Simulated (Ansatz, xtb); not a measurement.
Ranking isomers of CH6NS+

5 gas-phase structures of CH6NS+, found in a search over its isomers (lower ones may exist). Each was relaxed with GFN2-xTB:

A. `C[SH+]N`, a singlet
B. `CS[NH3+]`, a singlet
C. `C[NH2+]S`, a singlet
D. `[NH3+]CS`, a singlet
E. `CN[SH2+]`, a singlet

Problem. Which do you expect lowest at r2SCAN-D4/def2-SVP, and how would the others follow?

Solution. Calculated order at r2SCAN-D4/def2-SVP: D (0.000), B (0.421), C (0.603), A (1.211), E (1.867) eV.

Energies above the lowest of each column, in eV; the last columns are at PBE0-D3(BJ)/def2-SVP geometries and were run for some of them only (a dash: not run or not comparable):

```
structure  GFN2-xTB  HF/STO-3G  r2SCAN-D4/def2-SVP  PBE0-D3(BJ)/def2-SVP  CCSD(T)/def2-TZVP
        D     0.000      0.310               0.000                 0.000              0.000
        B     0.258      0.000               0.421                 0.629              0.495
        C     0.203      0.269               0.603                 0.800              0.703
        A     0.297      1.536               1.211                     –                  –
        E     0.623      2.111               1.867                     –                  –
```

CCSD(T)/def2-TZVP puts D lowest of those it was run on; HF/STO-3G picks B. Some further structures that were screened fall inside this span and aren't listed. Flexible structures stand in one conformer each, not always the lowest. Frequencies (PBE0-D3(BJ)/def2-SVP) were run for B, C, D alone.

Over these structures GFN2-xTB departs from r2SCAN-D4/def2-SVP by 0.428 eV on average once a common shift is removed. A GFN2-xTB relaxation took about 0.15 s and the r2SCAN-D4/def2-SVP energy about 3.9 s on a shared host (Ansatz 0.2.0, xtb 6.7.1).
